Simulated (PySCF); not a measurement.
# Basis-set dependence of population analyses: C2H5F

Species: C2H5F.
Atom-mapped SMILES: `[CH3:1][CH2:2][F:3]` (hydrogens: H4, H5, H6 on C1; H7, H8 on C2)

PBE0 throughout (PySCF), one geometry, spherical d and f functions. Geometry: PBE0-D3(BJ)/def2-SVP; no solvent, vibrations or thermal averaging. Atoms taken as equivalent share a column and are averaged.

Mulliken charges (e):

| basis | functions | C1 | C2 | F3 | H4/H5/H6 | H7/H8 |
| --- | --- | --- | --- | --- | --- | --- |
| STO-3G | 20 | -0.245 | -0.036 | -0.118 | +0.085 | +0.073 |
| 6-31G | 37 | -0.527 | +0.021 | -0.350 | +0.180 | +0.159 |
| pcSseg-0 | 37 | -0.717 | -0.059 | -0.397 | +0.242 | +0.223 |
| 6-31G* | 52 | -0.566 | +0.049 | -0.344 | +0.185 | +0.153 |
| def2-SVP | 67 | -0.144 | +0.201 | -0.288 | +0.055 | +0.032 |
| cc-pVDZ | 67 | -0.136 | +0.158 | -0.250 | +0.054 | +0.034 |
| pcSseg-1 | 76 | -0.346 | +0.117 | -0.342 | +0.123 | +0.101 |
| 6-311+G(2d,p) | 111 | -0.406 | -0.037 | -0.267 | +0.149 | +0.131 |
| aug-cc-pVDZ | 114 | +0.304 | +0.830 | -0.450 | -0.093 | -0.203 |
| def2-TZVP | 123 | -0.349 | +0.019 | -0.234 | +0.123 | +0.097 |
| IGLO-III | 155 | -0.338 | +0.020 | -0.275 | +0.122 | +0.114 |
| cc-pVTZ | 160 | -0.300 | +0.127 | -0.233 | +0.100 | +0.053 |

IAO charges (e):

```
        basis  functions      C1      C2      F3  H4/H5/H6   H7/H8
       STO-3G         20  -0.416  -0.096  -0.145    +0.139  +0.120
        6-31G         37  -0.451  +0.013  -0.310    +0.155  +0.141
     pcSseg-0         37  -0.449  +0.012  -0.299    +0.153  +0.138
       6-31G*         52  -0.432  +0.053  -0.317    +0.147  +0.128
     def2-SVP         67  -0.420  +0.059  -0.321    +0.143  +0.127
      cc-pVDZ         67  -0.430  +0.054  -0.320    +0.146  +0.129
     pcSseg-1         76  -0.430  +0.055  -0.329    +0.147  +0.132
6-311+G(2d,p)        111  -0.442  +0.050  -0.338    +0.152  +0.138
  aug-cc-pVDZ        114  -0.439  +0.051  -0.337    +0.151  +0.137
    def2-TZVP        123  -0.443  +0.054  -0.336    +0.151  +0.136
     IGLO-III        155  -0.444  +0.051  -0.338    +0.152  +0.137
      cc-pVTZ        160  -0.444  +0.052  -0.333    +0.151  +0.135
```

**Question.** Which scheme is steadiest as the basis changes?

**Answer.** Largest range over the bases for any column: IAO 0.19 e, Mulliken 1.02 e. IAO charges move least and Mulliken charges most, counted in e. Without the minimal STO-3G basis the ranges are IAO 0.05, Mulliken 1.02 e.

**Question.** How much do the charges still move between the two largest bases, IGLO-III and cc-pVTZ?

**Answer.** At most, over all atoms: Mulliken 0.108 e, IAO 0.005 e.

**Question.** What do the same runs give for the total energy, the frontier levels and the dipole moment?

**Answer.** 
```json
{"basis": "STO-3G", "energy (Eh)": "-176.4864", "HOMO (eV)": "-5.08", "LUMO (eV)": "9.17", "μ (D)": "0.99"}
{"basis": "6-31G", "energy (Eh)": "-178.8185", "HOMO (eV)": "-9.03", "LUMO (eV)": "3.03", "μ (D)": "2.03"}
{"basis": "pcSseg-0", "energy (Eh)": "-178.4463", "HOMO (eV)": "-9.03", "LUMO (eV)": "2.41", "μ (D)": "2.09"}
{"basis": "6-31G*", "energy (Eh)": "-178.8559", "HOMO (eV)": "-8.98", "LUMO (eV)": "3.13", "μ (D)": "1.67"}
{"basis": "def2-SVP", "energy (Eh)": "-178.7286", "HOMO (eV)": "-9.13", "LUMO (eV)": "2.05", "μ (D)": "1.77"}
{"basis": "cc-pVDZ", "energy (Eh)": "-178.8694", "HOMO (eV)": "-9.04", "LUMO (eV)": "2.11", "μ (D)": "1.70"}
{"basis": "pcSseg-1", "energy (Eh)": "-178.8466", "HOMO (eV)": "-9.26", "LUMO (eV)": "1.63", "μ (D)": "1.88"}
{"basis": "6-311+G(2d,p)", "energy (Eh)": "-178.9229", "HOMO (eV)": "-9.35", "LUMO (eV)": "0.46", "μ (D)": "1.91"}
{"basis": "aug-cc-pVDZ", "energy (Eh)": "-178.8871", "HOMO (eV)": "-9.32", "LUMO (eV)": "0.00", "μ (D)": "1.85"}
{"basis": "def2-TZVP", "energy (Eh)": "-178.9390", "HOMO (eV)": "-9.29", "LUMO (eV)": "1.42", "μ (D)": "1.81"}
{"basis": "IGLO-III", "energy (Eh)": "-178.9443", "HOMO (eV)": "-9.33", "LUMO (eV)": "0.90", "μ (D)": "1.85"}
{"basis": "cc-pVTZ", "energy (Eh)": "-178.9315", "HOMO (eV)": "-9.24", "LUMO (eV)": "1.38", "μ (D)": "1.75"}
```

The dipole is fixed by the density alone, so its range of 1.10 D shows that the density itself changes with the basis, not only its division among atoms.
